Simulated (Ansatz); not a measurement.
A run of Ansatz (development build ahead of 0.2.0) on singlet CH4S at this shape:

```xyz
6

C     0.0000   -0.0273   -1.1485
S     0.0000   -0.0596    0.6634
H     0.0000   -1.0768   -1.4741
H    -0.8999    0.4586   -1.5509
H     0.8999    0.4586   -1.5509
H     0.0000    1.2772    0.8519
```

Its results:

```json
{
  "Converged": "yes",
  "Reference energy": "-437.72524 hartree",
  "Correlation energy": "-0.28644 hartree",
  "Total energy": "-438.01168 hartree",
  "Spin squared of the determinant": "0.000"
}
```

Which input gives this output? Name the method, the orbitals and the basis set, and write the input.

RHF-MP2 in cc-pVDZ. An unrestricted run that stays on the closed shell gives the same numbers.

```yaml
crystal:
  periodic: [false, false, false]
  atoms:
    - { symbol: C, position_ang: [0.0, -0.02735, -1.14851] }
    - { symbol: S, position_ang: [0.0, -0.0596, 0.66344] }
    - { symbol: H, position_ang: [0.0, -1.07676, -1.47412] }
    - { symbol: H, position_ang: [-0.89988, 0.45856, -1.55088] }
    - { symbol: H, position_ang: [0.89988, 0.45856, -1.55088] }
    - { symbol: H, position_ang: [0.0, 1.27724, 0.85188] }
basis:
  gaussian: { orbitals: cc-pVDZ }
hamiltonian:
  xc: hf
correlation:
  method: mp2
  frozen_orbitals: { C: 1, H: 0, S: 5 }
```
